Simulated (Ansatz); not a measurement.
Pd (model structure, started from the beta-Sn type, I4₁/amd, No. 141, 2 atoms in the cell): properties by level of theory

```tsv
level (code)	equilibrium lattice constant a (Å)	c axis length (Å)
PBE (Ansatz)	?	2.693
PBEsol (Ansatz)	?	2.645
PBE-D3(BJ) (Ansatz)	4.948	?
r²SCAN (Ansatz)	4.969	?
```

Problem. Complete the blanks.

Solution. 
- PBE (Ansatz, a quantum-chemistry and plane-wave program), equilibrium lattice constant a (Å): 5.013
- PBEsol (Ansatz), equilibrium lattice constant a (Å): 4.922
- PBE-D3(BJ) (Ansatz), c axis length (Å): 2.657
- r²SCAN (Ansatz), c axis length (Å): 2.665

Ansatz's density-functional and Hartree–Fock values are scalar-relativistic unless marked +SOC, with PAW data made under PBE.

The crystal itself was run without spin with PBE, PBEsol, PBE-D3(BJ), r²SCAN; a magnetic state was not tried in these runs.

Computed values are for the static lattice.

A model structure was made by putting elements into a prototype or built by hand; it is no filed structure, need not be a known phase, and can be a saddle point held by its symmetry.
